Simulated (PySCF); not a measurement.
# CH4Si (SMILES C=[SiH2]): PBE/STO-3G

What is the vertical singlet–triplet gap of CH4Si at PBE/STO-3G? 

The results are computed with PySCF 2.14.0.

5 further runs of the same task are left out: 5 set aside as unsound or not needed.

### Step 1. The molecule

CH4Si has 6 atoms, charge 0, and is taken as a singlet. As SMILES, `C=[SiH2]`. The coordinates come from a GFN2-xTB relaxation.

Bond lengths: C1–Si2 1.748 Å, C1–H3 1.077 Å, C1–H4 1.077 Å, Si2–H5 1.458 Å, Si2–H6 1.458 Å. Angles: C1–Si2–H5 124.5°, C1–Si2–H6 124.6°, Si2–C1–H3 122.4°, Si2–C1–H4 122.5°, H5–Si2–H6 110.9°, H3–C1–H4 115.0°.

### Step 2. The energy at PBE/STO-3G

The input, mol.xyz:

```xyz
6

C     -0.738690    -0.547160    -0.265100
Si     0.611270     0.451760     0.218260
H     -1.408510    -0.996610     0.448130
H     -0.962920    -0.758160    -1.296740
H      0.952980     0.765970     1.600750
H      1.545870     1.084200    -0.705300
```

The input, input.py:

```python
from pyscf import gto, dft

system = gto.M(
    atom='mol.xyz',
    basis='sto-3g',
    max_memory=1860,
    charge=0,
    spin=0,
    verbose=3,
)

mf = dft.RKS(system, xc='pbe')
mf.grids.level = 5
mf.conv_tol = 1e-10
mf.kernel()
if not mf.converged:
    mf = mf.newton().run(mf.mo_coeff, mf.mo_occ)

etot = mf.e_tot
print('E(%s) = %.9f' % ('PBE', etot))
```

Started as:

```console
$ OMP_NUM_THREADS=1 python input.py
```

The program printed:

```text
converged SCF energy = -325.858228229273
E(PBE) = -325.858228229
```

Run time: 2.4 s. Hardware: 1 thread of Arm Neoverse V2, shared host; peak memory 0.19 GiB.

### Step 3. The triplet, same level

The input, job.py:

```python
from pyscf import gto, dft

mol = gto.M(
    atom='''
C     -1.395922    -1.033983    -0.500966
Si     1.155133     0.853703     0.412452
H     -2.661698    -1.883320     0.846843
H     -1.819655    -1.432715    -2.450483
H      1.800871     1.447474     3.024979
H      2.921271     2.048841    -1.332824
''',
    unit='bohr',
    charge=0,
    basis='sto-3g',
    verbose=3,
    max_memory=1860,
    spin=2,
)

myscf = dft.UKS(mol, xc='pbe')
myscf.grids.level = 5
myscf.conv_tol = 1e-10
myscf.kernel()
if not myscf.converged:
    myscf = myscf.newton().run(myscf.mo_coeff, myscf.mo_occ)

etot = myscf.e_tot
print('Final energy', etot)
```

Started as:

```console
$ OMP_NUM_THREADS=1 python job.py
```

The program printed:

```text
WARN: HOMO -0.0138526807734452 >= LUMO -0.213366491249403

WARN: HOMO 0.0480755321718114 >= LUMO -0.0137928290442344

WARN: HOMO 0.0328976345306913 >= LUMO -0.038154072646158

WARN: HOMO 0.0338513386073372 >= LUMO -0.0343230937336557

WARN: HOMO 0.0327367063126325 >= LUMO -0.0350458122695134

WARN: HOMO 0.0329443835897309 >= LUMO -0.0349172807122525

WARN: HOMO 0.0329209426799131 >= LUMO -0.0349122657180702

WARN: HOMO 0.0329206603466545 >= LUMO -0.0349124940813379

WARN: HOMO 0.0329206578919246 >= LUMO -0.0349125246391054

converged SCF energy = -325.7428459268  <S^2> = 2.0061189  2S+1 = 3.0040765
Final energy -325.7428459268
```

Run time: 3.3 s. Hardware: 1 thread of Arm Neoverse V2, shared host; peak memory 0.2 GiB.

### Step 4. Summary of results

At PBE/STO-3G:

```
                                        quantity          value
                           singlet: total energy  -325.85823 Eh
                          singlet: dipole moment         0.72 D
                            singlet: HOMO energy       -2.47 eV
                            singlet: LUMO energy        2.02 eV
                          singlet: HOMO–LUMO gap        4.49 eV
                           triplet: total energy  -325.74285 Eh
                          triplet: dipole moment         0.37 D
     triplet: HOMO energy (highest over α and β)        0.90 eV
                                   triplet: ⟨S²⟩          2.006
vertical energy of the triplet above the singlet       3.140 eV
```

**Reading.** At this shape the triplet lies 3.14 eV (303 kJ/mol) above the singlet. In a minimal basis such a difference can be off by several eV, whatever the method. Mulliken charges (triplet) run from -0.32 on C1 to +0.39 on Si2.
